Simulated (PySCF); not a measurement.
**Solvent effects on NMR parameters**

Mapped SMILES: `[NH2:1][SH:2]`. Each H is labelled by its parent atom.

GIAO PBE0/pcSseg-1 in PySCF on one PBE0-D3(BJ)/def2-SVP conformer, non-relativistic, equivalent nuclei averaged. Solvents enter as an IEF-PCM continuum (benzene with ε = 2.3, acetone with ε = 20.5) around the gas-phase geometry. Shifts are referred to CS2, TMS computed in the same medium.

Gas phase, δ in ppm: S2 77.3, H(S2) 4.81, H(N1) 0.80. Dipole moment 0.98 D.

**Question.** How does each δ change in the continuum?

**Answer.** 
| atoms | environment | Δδ, benzene | Δδ, acetone |
| --- | --- | --- | --- |
| S2 | sulfur bonded to N, H | -10.9 | -22.0 |
| H(S2) | hydrogen on a sulfur bonded to N | +0.15 | +0.31 |
| H(N1) | hydrogen on a nitrogen bonded to S | +0.21 | +0.43 |

Changes are relative to the gas phase. The dipole moment becomes 1.06 D in benzene, 1.15 D in acetone.

**Question.** Which nuclei move most (in ppm), and what does the model miss?

**Answer.** S2 (sulfur bonded to N, H, -22.0 ppm) in acetone. A continuum only polarises the solute; specific hydrogen bonds, the anisotropy of aromatic solvents and changes of geometry or conformer are outside it.
